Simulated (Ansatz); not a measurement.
**Worked example: ideal-gas entropy of N2H3 (hydrazinyl radical)**

A doublet with charge 0, relaxed at UPBE0-D4/def2-TZVP (Ansatz 0.2.0):

```xyz
5

N    -0.1876   -0.8181    0.4540
N    -0.1287    0.2356   -0.3684
H     0.7598   -0.9514    0.8113
H    -1.0310    0.5923   -0.6400
H     0.5874    0.9416   -0.2568
```

Harmonic wavenumbers in cm⁻¹: 558, 706, 1145, 1284, 1486, 1668, 3452, 3514, 3657.

Masses in u: N 14.007, H 1.008. Take T = 298.15 K, p = 1 bar, R = 8.3145 J/(mol K), kT/hc = 207.22 cm⁻¹, rigid rotor and harmonic oscillator.

Problem. Work out S° at 298 K.

Solution. 
1. Translation (Sackur–Tetrode): S = R[3/2 ln M + 5/2 ln T − 1.1517] with M = 31.038 gives 151.7 J/(mol K).
2. Rotation: principal moments 2.452, 16.216, 18.406 u Å² give A, B, C = 6.8752, 1.0396, 0.9159 cm⁻¹; the symmetry number is σ = 1; q = (√π/σ)√((kT/hc)³/ABC) = 2066; S = R(ln q + 3/2) = 75.9.
3. Vibration: with u = ν̃/207.22, each mode gives R[u/(eᵘ − 1) − ln(1 − e⁻ᵘ)]; the sum is 3.9, most from 558 cm⁻¹ (2.2), 706 cm⁻¹ (1.3), 1145 cm⁻¹ (0.2).
4. Electronic: R ln 2 = 5.8, from the spin multiplicity alone.
5. Sum: 151.7 + 75.9 + 3.9 + 5.8 = 237.3 J/(mol K).

No measured value is set beside it here.
